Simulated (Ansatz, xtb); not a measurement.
## Two structures of S2Si

Structure I is a singlet given by its coordinates and structure II is `S=[Si]=S`, a singlet. Both are isolated molecules in the gas phase, relaxed with B3LYP/6-31G*.

I (Å):

```xyz
3

S    -0.3870   -0.7195    0.4112
S     1.2788   -0.2361   -0.9450
Si   -0.5737    0.8354   -1.0512
```

Close contacts (Å): S1–S2 2.20, S1–Si3 2.14, S2–Si3 2.14.

II (Å):

```json
{"atom": "S", "x (Å)": "0.0000", "y (Å)": "0.0000", "z (Å)": "-1.9390"}
{"atom": "S", "x (Å)": "0.0000", "y (Å)": "0.0000", "z (Å)": "1.9390"}
{"atom": "Si", "x (Å)": "0.0000", "y (Å)": "0.0000", "z (Å)": "0.0000"}
```

**Question.** Estimate which is lower in electronic energy at CCSD(T)/def2-TZVPP, and by roughly how much.

**Answer.** The CCSD(T)/def2-TZVPP calculation puts structure II lower, by 81.6 kJ/mol.

How the difference moves with the method:

```json
{"level": "GFN2-xTB", "geometry": "GFN2-xTB", "E(II) − E(I) (kJ/mol)": "−139.4", "departure from the last row (kJ/mol)": "−57.9", "job, with rough time for the two": "optimisation, 0.11 s"}
{"level": "HF/STO-3G", "geometry": "GFN2-xTB", "E(II) − E(I) (kJ/mol)": "+75.9", "departure from the last row (kJ/mol)": "+157.5", "job, with rough time for the two": "single point, 0.73 s"}
{"level": "r2SCAN-D4/def2-SVP", "geometry": "GFN2-xTB", "E(II) − E(I) (kJ/mol)": "−107.0", "departure from the last row (kJ/mol)": "−25.4", "job, with rough time for the two": "single point, 3.3 s"}
{"level": "B3LYP/6-31G*", "geometry": "B3LYP/6-31G*", "E(II) − E(I) (kJ/mol)": "−83.2", "departure from the last row (kJ/mol)": "−1.6", "job, with rough time for the two": "optimisation, 11 s"}
{"level": "HF/def2-TZVPP", "geometry": "B3LYP/6-31G*", "E(II) − E(I) (kJ/mol)": "−94.2", "departure from the last row (kJ/mol)": "−12.7", "job, with rough time for the two": "part of the CCSD(T) run"}
{"level": "MP2/def2-TZVPP", "geometry": "B3LYP/6-31G*", "E(II) − E(I) (kJ/mol)": "−94.1", "departure from the last row (kJ/mol)": "−12.6", "job, with rough time for the two": "part of the CCSD(T) run"}
{"level": "CCSD(T)/def2-TZVPP", "geometry": "B3LYP/6-31G*", "E(II) − E(I) (kJ/mol)": "−81.6", "departure from the last row (kJ/mol)": "", "job, with rough time for the two": "single point, 13 s"}
```

HF/STO-3G puts the two in the other order. The largest departure from CCSD(T)/def2-TZVPP is that of HF/STO-3G, 157.5 kJ/mol.

With harmonic frequencies from B3LYP/6-31G* (ideal gas, rigid rotor, one conformer each, 400 K, 1 atm): the zero-point term adds +2.0 kJ/mol; ΔH is −78.6 and ΔG −72.7 kJ/mol.

The correlated steps freeze 15 core orbitals. Programs: Ansatz 0.2.0, xtb 6.7.1; the last row on 1 thread of Arm Neoverse V1 on a shared host.
